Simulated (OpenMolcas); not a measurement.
**SiH3Cl (chlorosilane) at 6 levels**

Aim: a comparison of 6 runs (HF/STO-3G, B3LYP/6-31G*, B2PLYP/aug-cc-pVDZ, M06-L/aug-cc-pVDZ, TPSS/aug-cc-pVDZ, CCSD(T)/aug-cc-pVDZ) of SiH3Cl (chlorosilane). 

The calculation is run with OpenMolcas 26.06.

1 further run of the same task is left out (set aside as unsound or not needed).

## (1) The structure to begin with

SiH3Cl: 5 atoms, total charge 0, spin state singlet. As SMILES, `[SiH3]Cl`. The Si1–H5 distance was set to 3.258 Å, away from the relaxed value. At this shape a bond of the SMILES string is far longer than usual.

Bond lengths: Si1–Cl2 2.054 Å, Si1–H3 1.481 Å, Si1–H4 1.481 Å. Angles: Cl2–Si1–H3 108.5°, Cl2–Si1–H4 108.5°, H3–Si1–H4 110.4°.

## (2) The energy at HF/STO-3G (run 1)

Input file test.input:

```
>>> EXPORT MOLCAS_PRINT=2

&GATEWAY
 BasLib=$CurrDir
 Coord
 5
 angstrom
 Si      -0.017442      -1.753530       0.057658
 Cl       1.932858      -2.285630       0.418458
 H       -0.856342      -2.260430       1.167658
 H       -0.440142      -2.357830      -1.226342
 H       -0.190800       1.495400      -0.104700
 Basis=STO-3G
 Group=NoSym

&SEWARD

&SCF
 Thresholds=1e-10 1e-07 1e-07 1e-05
 PrOrbitals=0
```

The basis set STO-3G is read from a file made from the Basis Set Exchange's data (not shown).

Run with:

```
$ export MOLCAS_MEM=1860
$ pymolcas test.input > test.log
```

The log of the run:

```text
--- Start Module: gateway ---
[...]
--- Stop Module: gateway /rc=_RC_ALL_IS_WELL_ ---
--- Start Module: seward ---
[...]
      Basis functions           21
--- Stop Module: seward /rc=_RC_ALL_IS_WELL_ ---
--- Start Module: scf ---
[...]
       Convergence after  11 Iterations
[...]
::    Total SCF energy                               -741.6380918295
[...]
      Total spin, S                                     0.0000000000
[...]
      Total electronic charge=   34.000000
      Total            charge=   -0.000000
[...]
      Dipole Moment (debye):
      Origin of the operator (angstrom)=    0.9944   -2.0029    0.2438
                   X= -2.4897E+00               Y= -3.8793E-01               Z= -4.1730E-01           Total=  2.5540E+00
      Quadrupole Moment (debye*angstrom):
[...]
--- Stop Module: scf /rc=_RC_ALL_IS_WELL_ ---
[...]
```

Run time: 1.7 s. Hardware: 1 thread of Arm Neoverse V1, shared host; peak memory 0.37 GiB.

## (3) The energy at B3LYP/6-31G(d) (Cartesian functions) (run 2)

Input file struct.xyz:

```xyz
5

Si    -0.017442    -1.753530     0.057658
Cl     1.932858    -2.285630     0.418458
H     -0.856342    -2.260430     1.167658
H     -0.440142    -2.357830    -1.226342
H     -0.190800     1.495400    -0.104700
```

Input file job.input:

```
&GATEWAY
BasLib=$CurrDir
Coord=struct.xyz
Basis=6-31Gs
Group=NoSym
&SEWARD
GridInput
Grid=UltraFine
End of Grid
&SCF
KSDFT=B3LYP
Thresholds=1e-10 1e-07 1e-07 1e-05
PrOrbitals=1 2
```

The basis set 6-31G* is read from a file made from the Basis Set Exchange's data (not shown).

Run with:

```
$ export MOLCAS_MEM=1860
$ pymolcas job.input > job.log
```

The log of the run:

```text
--- Start Module: gateway ---
[...]
--- Stop Module: gateway /rc=_RC_ALL_IS_WELL_ ---
--- Start Module: seward ---
[...]
      Basis functions           44
--- Stop Module: seward /rc=_RC_ALL_IS_WELL_ ---
--- Start Module: scf ---
[...]
       Convergence after  17 Iterations
[...]
::    Total KS-DFT energy                            -751.3673772205
[...]
      Total spin, S                                     0.0000000000
[...]
      Total electronic charge=   34.000000
      Total            charge=   -0.000000
[...]
      Dipole Moment (debye):
      Origin of the operator (angstrom)=    0.9944   -2.0029    0.2438
                   X= -1.1027E+00               Y= -1.7903E+00               Z= -1.1906E-01           Total=  2.1060E+00
      Quadrupole Moment (debye*angstrom):
[...]
--- Stop Module: scf /rc=_RC_ALL_IS_WELL_ ---
[...]
```

Run time: 9.3 s. Hardware: 1 thread of Arm Neoverse V1, shared host; peak memory 0.38 GiB.

Run 3 isn't shown in full; the table further down has it.

## (4) A single-point energy at M06-L/aug-cc-pVDZ (run 4)

struct.xyz is that of step 3.

Input file calc.inp:

```
* ClH3Si Kohn-Sham DFT
&GATEWAY
BasLib=$CurrDir
Coord=struct.xyz
Basis=aug-cc-pVDZ
Group=NoSym
&SEWARD
GridInput
Grid=UltraFine
End of Grid
&SCF
KSDFT=M06L
Thresholds=1e-10 1e-07 1e-07 1e-05
PrOrbitals=1
```

The basis set aug-cc-pVDZ is read from a file made from the Basis Set Exchange's data (not shown).

Run with:

```
$ export MOLCAS_MEM=1860
$ pymolcas calc.inp > calc.log
```

The log of the run:

```text
--- Start Module: gateway ---
[...]
--- Stop Module: gateway /rc=_RC_ALL_IS_WELL_ ---
--- Start Module: seward ---
[...]
      Basis functions           81
--- Stop Module: seward /rc=_RC_ALL_IS_WELL_ ---
[...]
--- Start Module: scf ---
[...]
       Convergence after  18 Iterations
[...]
::    Total KS-DFT energy                            -751.3718856839
[...]
      Total spin, S                                     0.0000000000
[...]
      Total electronic charge=   34.000000
      Total            charge=   -0.000000
[...]
      Dipole Moment (debye):
      Origin of the operator (angstrom)=    0.9944   -2.0029    0.2438
                   X= -7.9489E-01               Y= -2.3000E+00               Z= -4.4768E-02           Total=  2.4339E+00
      Quadrupole Moment (debye*angstrom):
[...]
--- Stop Module: scf /rc=_RC_ALL_IS_WELL_ ---
[...]
```

Run time: 35 s. Hardware: 1 thread of Arm Neoverse V1, shared host; peak memory 0.45 GiB.

Run 5 isn't shown in full; the table further down has it.

## (5) The energy at CCSD(T)/aug-cc-pVDZ (run 6)

Input file run.input:

```
>>> EXPORT MOLCAS_PRINT=2
&GATEWAY
BASLIB
$CurrDir
COORD
5
bohr
Si    -0.03296060    -3.31369145     0.10895783
Cl     3.65257226    -4.31921472     0.79077101
H     -1.61825185    -4.27159362     2.20655383
H     -0.83174784    -4.45565295    -2.31745052
H     -0.36055974     2.82589645    -0.19785433
BASIS
aug-cc-pVDZ
GROUP
NoSym
&SEWARD
&SCF
THRESHOLDS
1e-10 1e-07 1e-07 1e-05
PRORBITALS
1 1
&RASSCF
FILEORB
$Project.ScfOrb
SPIN
1
NACTEL
0 0 0
INACTIVE
17
RAS2
0
OUTORBITALS
Canonical
ORBLISTING
NoCore
&MOTRA
JOBIPH
FROZEN
10
&CCSDT
CCT
TRIPLES
2
ITERATIONS
80
ACCURACY
1e-08
EXTRAPOLATION
5 4
```

The basis set aug-cc-pVDZ is read from a file made from the Basis Set Exchange's data (not shown).

Run with:

```
$ export MOLCAS_MEM=1860
$ pymolcas run.input > run.log
```

The log of the run:

```text
--- Start Module: gateway ---
[...]
--- Stop Module: gateway /rc=_RC_ALL_IS_WELL_ ---
[...]
      Basis functions           81
[...]
       Convergence after  14 Iterations
[...]
::    Total SCF energy                               -750.0298339378
[...]
      Total spin, S                                     0.0000000000
[...]
      Number of active orbitals                  0
[...]
      Spin quantum number                      0.0
[...]
      Active orbitals                            0
[...]
      Number of CSFs                             1
[...]
      Number of root(s) required                 1
[...]
      Convergence after  4 iterations
[...]
      Natural orbitals and occupation numbers for root  1
      ************************************************************************************************************************
      *                                                    Final results                                                     *
      ************************************************************************************************************************
[...]
::    RASSCF root number  1 Total energy:   -750.02983394
[...]
      Total electronic charge=   34.000000
      Total            charge=   -0.000000
[...]
      Dipole Moment (debye):
      Origin of the operator (angstrom)=    0.9944   -2.0029    0.2438
                   X= -7.8848E-01               Y= -3.4250E+00               Z=  2.1283E-03           Total=  3.5146E+00
      Quadrupole Moment (debye*angstrom):
[...]
--- Start Module: motra ---
[...]
      *** WARNING: Default frozen orbitals is overwritten by user input.
      *** Default values:   7
[...]
--- Stop Module: motra /rc=_RC_ALL_IS_WELL_ ---
--- Start Module: ccsdt ---
[...]
      Convergence after                    19  Iterations
      Total energy (diff) :    -750.37252834      -0.00000000
[...]
 METHOD                       : CCSD+T(CCSD)+<T3(1)WT1> = CCSD(T)
[...]
       CCSD     =      -750.3725283390781
[...]
--- Stop Module: ccsdt /rc=_RC_ALL_IS_WELL_ ---
[...]
```

It took 20 s on 1 thread of Arm Neoverse V1, shared host; peak memory 0.45 GiB.

## (6) All runs side by side

| run | level | Cartesian functions | integration grid | energy (Eh) | dipole moment (D) of the reference | HOMO energy (eV) | LUMO energy (eV) | wall time |
| --- | --- | --- | --- | --- | --- | --- | --- | --- |
| 1 | HF/STO-3G | no | – | -741.638092 | 2.55 | -4.91 | 1.33 | 1.7 s |
| 2 | B3LYP/6-31G* (Cartesian functions) | yes | UltraFine | -751.367377 | 2.11 | -6.48 | -4.05 | 9.3 s |
| 3 | B2PLYP/aug-cc-pVDZ | no | UltraFine | -751.097392 | 2.80 | -7.31 | -3.10 | 18 s |
| 4 | M06-L/aug-cc-pVDZ | no | UltraFine | -751.371886 | 2.43 | -6.08 | -4.56 | 35 s |
| 5 | TPSS/aug-cc-pVDZ | no | UltraFine | -751.426835 | 2.35 | -6.07 | -4.64 | 36 s |
| 6 | CCSD(T)/aug-cc-pVDZ | no | – | -750.390120 | 3.51 | -8.29 | -1.32 | 20 s |

## (7) Summary of results

```
                                           quantity          value
                                run 6: total energy  -750.39012 Eh
          run 6: dipole moment (mean-field density)         3.51 D
         run 6: HOMO energy (Hartree–Fock orbitals)       -8.29 eV
         run 6: LUMO energy (Hartree–Fock orbitals)       -1.32 eV
       run 6: HOMO–LUMO gap (Hartree–Fock orbitals)        6.97 eV
run 6: correlation energy (10 core orbitals frozen)     -360.3 mEh
                              run 6: (T) correction     -17.59 mEh
```

In words: Over runs 1, 2, 3, 4, 5 the dipole moment (its size) runs from 2.11 D (B3LYP/6-31G*) to 2.80 D (B2PLYP/aug-cc-pVDZ). The two ends differ in method and basis. A double hybrid's value is that of its SCF part. Over runs 1, 2, 3, 4, 5 the HOMO–LUMO gap runs from 1.42 eV (TPSS/aug-cc-pVDZ) to 6.24 eV (HF/STO-3G). For B2PLYP the log adds the whole second-order term; the table takes 0.27 of it, as the functional is defined. Totals of different functionals can't be ranked against each other. In run 1 the basis is minimal, so the values are rough. In runs 1, 2, 3, 4, 5, 6 a closed-shell determinant meets a far-stretched bond, which it describes badly. All runs together took 2 min, the longest 36 s.
